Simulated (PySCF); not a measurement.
SiHF3, optimised at PBE/def2-SVP:

```xyz
5

Si    -0.0132     0.0088    -0.0176
F      0.0193     0.6282    -1.5085
F      0.0128    -1.6009    -0.1426
F      1.3302     0.4742     0.7481
H     -1.2176     0.4599     0.7130
```

Method: PySCF energies (xtb for GFN2) plus ideal-gas RRHO corrections (1 bar). 6-31G* has spherical d functions here. All species are closed-shell singlets. B3LYP is the form with VWN-RPA correlation.

Question: List the harmonic frequencies (cm⁻¹, unscaled) at this level and at the other levels, each on its own geometry.

Answer: 
- PBE/def2-SVP: 280, 280, 390, 796, 796, 814, 978, 978, 2304
- B3LYP/6-31G*: 297, 297, 414, 853, 858, 858, 1026, 1026, 2394
- GFN2-xTB: 212, 212, 300, 622, 622, 835, 948, 948, 2588
- HF/6-31G*: 321, 321, 447, 910, 933, 933, 1080, 1080, 2562
- PBE0/def2-TZVP: 299, 299, 416, 834, 834, 855, 1002, 1002, 2361
